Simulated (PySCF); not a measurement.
## Working out the ionisation energy of F

F [He] 2s2 2p5 (2P) → F⁺ [He] 2s2 2p4 (3P). All numbers are calculated (PySCF 2.14, scalar relativity by spin-free X2C-1e, in x2c-TZVPall (5s3p2d1f, 31 functions)). Frozen: 1s2. Energies in hartree (1 hartree = 27.21139 eV):

| part | F (lower) | F⁺ (upper) |
| --- | --- | --- |
| UHF | -99.498859 | -98.924060 |
| CCSD correlation | -0.210004 | -0.156640 |
| (T) | -0.003440 | -0.001904 |

Problem. What does Hartree-Fock give?

Solution. (-98.924060) − (-99.498859) = 0.574799 hartree = 15.641 eV.

Problem. What do CCSD and CCSD(T) give?

Solution. The CCSD correlation energies differ by 0.053364 hartree = 1.452 eV and the triples by 0.001536 hartree = 0.042 eV, so CCSD gives 17.093 eV and CCSD(T) 17.135 eV.

Measured between the centres of the two terms (NIST): 17.427 eV, so CCSD(T) (valence) is off by -0.292 eV.

What remains against the reference includes basis incompleteness, the frozen core and higher excitations.
